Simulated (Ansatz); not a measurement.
Candidates: spinel Na2WO4, rock-salt MgO, BiOCl (P4/nmm, No. 129), rutile TiO2, rock-salt SrO, SrMoO4 (I4₁/a, No. 88). Level: r²SCAN+rVV10 (Ansatz, an electronic-structure program, plane waves, PAW).

Spin–orbit coupling is left out, also for the solids with elements from indium on (spinel Na2WO4, BiOCl); its size isn't shown.

The solid named is at each level's own relaxed cell; a reference phase can be a single point on another level's cell. Ansatz's density-functional and Hartree–Fock values are scalar-relativistic unless marked +SOC, with PAW data made under PBE.

Task: Which of them have a computed enthalpy of formation between -3.2 and -2.9 eV/atom?

Result: rock-salt MgO, rock-salt SrO. The values: spinel Na2WO4 -2.357 eV/atom; rock-salt MgO -3.026 eV/atom; BiOCl (P4/nmm, No. 129) -1.504 eV/atom; rutile TiO2 -3.378 eV/atom; rock-salt SrO -3.045 eV/atom; SrMoO4 (I4₁/a, No. 88) -2.809 eV/atom.
